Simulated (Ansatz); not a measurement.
Ansatz (a program for electronic structure) input (HF/def2-TZVPP):

Ansatz 0.2 input:
```yaml
crystal:
  periodic: [false, false, false]
  atoms:
    - {symbol: O, position_ang: [-1.05613991, -0.38056162, -0.01204272]}
    - {symbol: C, position_ang: [0.01219483, 0.60892406, -0.01345114]}
    - {symbol: O, position_ang: [1.11918472, 0.07877032, 0.02005673]}
    - {symbol: H, position_ang: [-0.57752748, -1.23921390, 0.01659471]}
basis:
  gaussian:
    orbitals: def2-TZVPP
hamiltonian:
  xc: {name: HF}
total_charge: -1
magnetization: {spin_polarized: false}
```

Output:

```
Functional definition: HF
integrals: 0.02 GiB planned
656 factors; their error is unknown
mean field: 0.16 GiB planned
mean field evaluation 1: about -5120.1021 eV, gradient 2.4e1 eV
mean field evaluation 2: about -5121.2373 eV, gradient 1.2e1 eV
mean field evaluation 4: about -5121.5193 eV, gradient 1.3e0 eV
mean field evaluation 8: about -5121.5267 eV, gradient 6.8e-2 eV
mean field -5121.59739350 eV, -188.2152326677 hartree, gradient 2.2e-5 eV, S^2 0.000000; 0 other end points of the search recorded, 0 dependent functions left out
reference -5121.59739350 eV, -188.2152326677 hartree; 12, 12 occupied and 95, 95 virtual orbitals, 656 factors
Total energy: -5121.59739350 eV, -188.2152326677 hartree
```
